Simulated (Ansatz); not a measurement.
Born–Oppenheimer molecular dynamics of C$_{3}$H$_{4}$N$_{2}$S (10 atoms, charge 0, multiplicity 1). It starts from a relaxed structure.

The calculation used RKS CAM-B3LYP/STO-3G (Ansatz 0.2.0).

```json
{"ensemble": "NVT, Langevin thermostat", "time step": "0.5 fs", "steps asked": "400", "set temperature": "300 K", "friction": "0.01 /fs", "seed": "794498"}
```

First frame:

```xyz
10
Properties=species:S:1:pos:R:3
C -0.442 -2.442 0.633
C -0.333 -1.448 -0.031
N -0.199 -0.288 -0.769
C 0.206 0.962 -0.165
N 0.494 1.146 1.096
S 0.278 2.288 -1.350
H -0.541 -3.336 1.222
H -0.415 -0.315 -1.784
H 0.370 0.194 1.568
H 0.666 3.187 -0.416
```

Problem. How far do the bonds stretch over the last three quarters of this one trajectory? (Pairs bonded in most of those frames.)

Solution. 
| bond | mean (Å) | spread (Å) | shortest | longest |
| --- | --- | --- | --- | --- |
| C1–C2 | 1.201 | 0.013 | 1.17 | 1.23 |
| C1–H7 | 1.080 | 0.034 | 1.01 | 1.15 |
| C2–N3 | 1.391 | 0.026 | 1.33 | 1.44 |
| N3–C4 | 1.458 | 0.021 | 1.41 | 1.50 |
| N3–H8 | 1.044 | 0.031 | 0.98 | 1.11 |
| C4–N5 | 1.307 | 0.023 | 1.26 | 1.36 |
| C4–S6 | 1.785 | 0.022 | 1.74 | 1.83 |
| N5–H9 | 1.072 | 0.023 | 1.03 | 1.13 |
| S6–H10 | 1.358 | 0.028 | 1.31 | 1.41 |

Mean temperature of the second half: 298 K. A run of 0.2 ps of so small a system gives no equilibrium averages. Limits of this set-up: minimal basis.

The run took 8.4 min on 1 thread of Intel(R) Xeon(R) 6975P-C (Granite Rapids), with other jobs on the host, peak memory 0.12 GiB.
